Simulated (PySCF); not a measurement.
Simulated outer-valence photoelectron spectrum of `[H]/N=C/C(F)(F)F`. The calculation used EOM-IP-CCSD/aug-cc-pVDZ in PySCF, restricted Hartree–Fock reference, frozen core, non-relativistic, gas phase, PBE0-D3(BJ)/def2-SVP geometry.

Each root has a Gaussian of 0.4 eV full width with its one-hole share as area; cross sections and vibrations are left out, and the highest printed point is 100.

ionisation energy (eV), intensity and a bar:
```
     10.8          1 
     11.0         10 ###
     11.2         45 ##############
     11.4         53 ################
     11.6         15 #####
     11.8          1 
     12.0          0 
     12.2          0 
     12.4          0 
     12.6          0 
     12.8          2 
     13.0         18 ######
     13.2         56 #################
     13.4         42 #############
     13.6          8 ##
     13.8          1 
     14.0          8 ##
     14.2         41 ############
     14.4         56 #################
     14.6         19 ######
     14.8         11 ###
     15.0         44 #############
     15.2         56 #################
     15.4         42 #############
     15.6         81 ########################
     15.8         93 ############################
     16.0         43 #############
     16.2          6 ##
     16.4          2 #
     16.6         29 #########
     16.8        100 ##############################
     17.0         94 ############################
     17.2         23 #######
     17.4          2
```

Q: Where are the maxima, and how many lines lie under the curve?

A: 6 maxima, at 11.3, 13.3, 14.3, 15.1, 15.7 and 16.9 eV, from 8 lines. At this width some lines have no maximum of their own.

Q: List the lines with their holes.

A: 
```
E (eV)  leading hole (HF orbital)  area  Koopmans (eV)
 11.32                       HOMO  0.95          12.82
 13.26                     HOMO-1  0.96          13.35
 14.34                     HOMO-2  0.95          16.30
 15.13                     HOMO-3  0.95          17.85
 15.63                     HOMO-4  0.95          18.18
 15.84                     HOMO-5  0.95          18.30
 16.85                     HOMO-6  0.95          19.19
 16.93                     HOMO-7  0.95          19.57
```

The widest gap, 1.94 eV, lies between 11.32 and 13.26 eV. Only orbitals with −ε under 21 eV, eight at most, were ionised, so the high end of the curve may lack lines.

Conformer computed: `[H]/[N:1]=[CH:2]/[C:3]([F:4])([F:5])[F:6]`: N1–C2–C3–F4 2°.
